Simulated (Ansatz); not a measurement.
Input for Ansatz (development build ahead of 0.2.0):

```yaml
crystal:
  periodic: [false, false, false]
  atoms:
    - { symbol: B, position_ang: [0.0, 0.0, 0.0] }
    - { symbol: Mg, position_ang: [0.97063, 1.29418, 2.80198] }
basis:
  gaussian: { orbitals: STO-3G }
magnetization:
  initial_magnetization: 1
hamiltonian:
  xc: hf
correlation:
  method: fci
  frozen_orbitals: { B: 1, Mg: 1 }
```

The input is written out in the form of the current development build from the run's settings.

Results

```json
{"Converged": "yes", "Total energy": "-221.25658 hartree", "State": "lowest doublet root, of any spatial symmetry"}
```
